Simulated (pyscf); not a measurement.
PySCF, gas phase, ωB97X-D3(BJ)/def2-SVP geometries. Correlated levels are frozen-core, on RHF or UHF. ΔMP2 is the change of the MP2 total energy from the triple- to the quadruple-zeta basis.

Problem. List the bond dissociation enthalpies at 298 K of HC≡C–NH₂ from CCSD(T)/def2-TZVPP + ΔMP2(QZVPP), from the weakest bond up.

Solution. H–N to •HC=C=NH + H•: 87.2 kcal/mol; C–H to •C≡C–NH₂ + H•: 117.4 kcal/mol; C–N to •C≡CH + NH₂•: 120.9 kcal/mol. Ring and multiple bonds, and those that leave no two simple radicals, are not listed. The radicals are drawn with the spin at the cut bond; how far it spreads was not checked. HC≡C–NH₂ lies 42.0 kcal/mol over its isomer H₃C–C≡N, and others may lie lower still (electronic energy, ωB97M-D3(BJ)). •C≡C–NH₂ lies 58.3 kcal/mol over its isomer •H₂C–C≡N, and others may lie lower still (electronic energy, ωB97M-D3(BJ)). The CCSD(T) − MP2 part came from Ansatz, without density fitting, on the same reference. An open-shell T1 diagnostic exceeds 0.045. A UHF reference is spin-contaminated (<S²> up to 1.15), which harms MP2 most. C₂H has a Π state close over its Σ ground state, and the state reached was not checked.
